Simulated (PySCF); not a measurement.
**Spin states of NaC⁺**

Unrestricted PBE0; PySCF, no relativity, basis sets Na aug-cc-pVDZ, C aug-cc-pVDZ. Outer shells of the fragments: Na+ closed shells only; C 2s2 2p2.

Followed along the bond (rough minima from three points):

```tsv
2Ms+1	unpaired	⟨S²⟩ at the start	R at minimum (Å)	Te (eV)
3	σ ↑, π ↑	2.00	2.74	0.00
1	σ ↑, π ↓	1.01	2.77	0.44
1	none	0.00	2.70	1.56
3	π ↑↑	2.01	none in the scan	≤ 0.36
1	π ↑↓	1.01	none in the scan	≤ 0.80
```

Solutions found at the starting distance of 2.385 Å, counted from the lowest of them; the search is not exhaustive and high or unbound solutions are not listed, so other states can lie among these:

| 2Ms+1 | unpaired | term | E (eV) | ⟨S²⟩ | ⟨Lz²⟩ | μ (D) |
| --- | --- | --- | --- | --- | --- | --- |
| 3 | σ ↑, π ↑ | ³Π | 0.00 | 2.00 | 1.00 | -2.73 |
| 3 | π ↑↑ | ³Σ⁻ | 0.42 | 2.01 | 0.00 | -2.80 |
| 1 | σ ↑, π ↓ | mixed | 0.45 | 1.01 | 1.00 | -2.77 |
| 1 | π ↑↓ | mixed | 0.88 | 1.01 | 2.01 | -2.81 |
| 1 | none | ¹Σ⁺ | 1.59 | 0.00 | 0.00 | -2.71 |
| 1 | none | mixed | 2.45 | 0.00 | 2.00 | -2.74 |

A term symbol is given only where ⟨S²⟩ and ⟨Lz²⟩ are close to those of a pure state; real π, δ and φ orbitals otherwise mix terms. A positive dipole points towards C; it is taken about the centre of mass and depends on that origin.
